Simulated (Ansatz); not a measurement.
Elements on the sites of an ideal diamond lattice, at a guessed lattice constant:

```yaml
crystal:
  lattice:
    - [-5.45804, -5.45804, 0.00000]
    - [0.00000, 5.45804, 5.45804]
    - [-5.45804, 5.45804, -5.45804]
  atoms:
    - { symbol: Si, position: [0.50000, 0.00000, 0.00000] }
    - { symbol: Si, position: [0.00000, 0.00000, 0.00000] }
    - { symbol: Si, position: [0.33333, 0.16667, 0.66667] }
    - { symbol: Si, position: [0.16667, 0.33333, 0.33333] }
    - { symbol: Si, position: [0.50000, 0.50000, 0.00000] }
    - { symbol: Si, position: [0.83333, 0.66667, 0.66667] }
    - { symbol: Si, position: [0.33333, 0.66667, 0.66667] }
    - { symbol: Si, position: [0.66667, 0.83333, 0.33333] }
    - { symbol: Si, position: [0.33333, 0.16667, 0.91667] }
    - { symbol: Si, position: [0.66667, 0.33333, 0.58333] }
    - { symbol: Si, position: [0.16667, 0.33333, 0.58333] }
    - { symbol: Si, position: [0.00000, 0.50000, 0.25000] }
    - { symbol: Si, position: [0.83333, 0.66667, 0.91667] }
    - { symbol: Si, position: [0.66667, 0.83333, 0.58333] }
    - { symbol: Si, position: [0.16667, 0.83333, 0.58333] }
    - { symbol: Si, position: [0.50000, 0.00000, 0.25000] }
    - { symbol: Si, position: [0.00000, 0.00000, 0.25000] }
    - { symbol: Ge, position: [0.83333, 0.16667, 0.66667] }
    - { symbol: Ge, position: [0.66667, 0.33333, 0.33333] }
    - { symbol: Ge, position: [0.00000, 0.50000, 0.00000] }
    - { symbol: Ge, position: [0.16667, 0.83333, 0.33333] }
    - { symbol: Ge, position: [0.83333, 0.16667, 0.91667] }
    - { symbol: Ge, position: [0.50000, 0.50000, 0.25000] }
    - { symbol: Ge, position: [0.33333, 0.66667, 0.91667] }
```

Cell and atoms were relaxed without symmetry on coarser meshes and computed once more. All numbers below come from DFT r2SCAN, scalar-relativistic, plane waves, PAW in Ansatz.

Settings: cutoff 500 eV, Γ-centred mesh 5×5×4 on the computed 24-atom cell, Gaussian smearing of 0.02 eV; no spin polarisation.

The relaxation ran on 2×2×2 (shifted) and then 3×3×2 k points with a smearing of 0.1 eV, from sites shaken by 0.02 Å.

**Question.** What does the relaxation give?

**Answer.** A volume of 20.83 Å³/atom and a gap on the mesh of 0.73 eV. It lies 0.01 eV/atom above the elements' standard states (static lattices, no corrections for gases). The atoms leave their sites by 0.03 Å (root mean square) and 0.05 Å at most, and the cell stretches by up to 0.2 % at fixed volume.

```yaml
crystal:
  lattice:
    - [-5.50759, -5.50340, 0.00291]
    - [-0.00287, 5.50337, 5.50752]
    - [-5.49475, 5.49339, -5.49475]
  atoms:
    - { symbol: Si, position: [0.49780, 0.00149, 0.00164] }
    - { symbol: Si, position: [0.00230, 0.99865, 0.00173] }
    - { symbol: Si, position: [0.33279, 0.16685, 0.66842] }
    - { symbol: Si, position: [0.16439, 0.33164, 0.33332] }
    - { symbol: Si, position: [0.50166, 0.49894, 0.99624] }
    - { symbol: Si, position: [0.83327, 0.66822, 0.66689] }
    - { symbol: Si, position: [0.33440, 0.66734, 0.66140] }
    - { symbol: Si, position: [0.66842, 0.83655, 0.33161] }
    - { symbol: Si, position: [0.33315, 0.16665, 0.91727] }
    - { symbol: Si, position: [0.66429, 0.33559, 0.58715] }
    - { symbol: Si, position: [0.17062, 0.33467, 0.58171] }
    - { symbol: Si, position: [0.00218, 0.49948, 0.25351] }
    - { symbol: Si, position: [0.83199, 0.66981, 0.91580] }
    - { symbol: Si, position: [0.66575, 0.83049, 0.57962] }
    - { symbol: Si, position: [0.16682, 0.83441, 0.58700] }
    - { symbol: Si, position: [0.50110, 0.99856, 0.24944] }
    - { symbol: Si, position: [0.99878, 0.00171, 0.24950] }
    - { symbol: Ge, position: [0.83346, 0.16636, 0.66330] }
    - { symbol: Ge, position: [0.66769, 0.33195, 0.33543] }
    - { symbol: Ge, position: [0.99872, 0.50305, 0.00201] }
    - { symbol: Ge, position: [0.16691, 0.83482, 0.33538] }
    - { symbol: Ge, position: [0.83177, 0.16274, 0.91936] }
    - { symbol: Ge, position: [0.49843, 0.50206, 0.24721] }
    - { symbol: Ge, position: [0.33739, 0.66919, 0.91349] }
```

The gap is read on a mesh, which can miss the band edges, so it can be too wide.

Cost: 2 runs of about 12 core-minutes in all (earlier runs that led there not counted), on Intel Xeon Platinum 8488C (Sapphire Rapids) (shared hosts).